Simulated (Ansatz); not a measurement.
A made-up structure of CHOS (charge -1), singlet:

```xyz
4
angstrom
O -1.1605 -0.3060 -0.2166
C -0.0819 0.0504 -0.0323
S 0.8579 -0.8821 0.4213
H 0.3844 1.1377 -0.1724
```

It is relaxed with PBE-D4/def2-SVPD and then PBE0-D4/def2-TZVPD (Ansatz 0.2.0). Atoms count as bonded within 1.22 times the sum of their covalent radii (H–H: 0.88 Å). The end point is not checked to be a true minimum.

Problem. Does its bonding change? (A judgement: the text doesn't fix the answer.)

Solution. Computed: No: no bond forms or breaks.

Where it ends: The first stage lowers the energy by 3.65 eV in 8 steps. It ends as CHOS ([O][CH][S]), total charge -1:
```tsv
atom	x (Å)	y (Å)	z (Å)
O1	-1.2836	-0.1495	-0.2841
C2	-0.1008	0.0628	-0.0399
S3	1.1065	-1.0164	0.5150
H4	0.2780	1.1031	-0.1910
```

Labels in which every atom is bracketed show which atoms are joined, not bond orders.

For scale, one of the runs: PBE0-D4/def2-TZVPD relaxation, 132 basis functions, launched by `ansatz run in.yaml --threads 2 --pin off --events-out ev --progress --plain --max-ram 4352MiB`. Hardware: 2 CPU threads of an Intel Xeon Platinum 8488C, shared host. Wall time about 7.5 s.
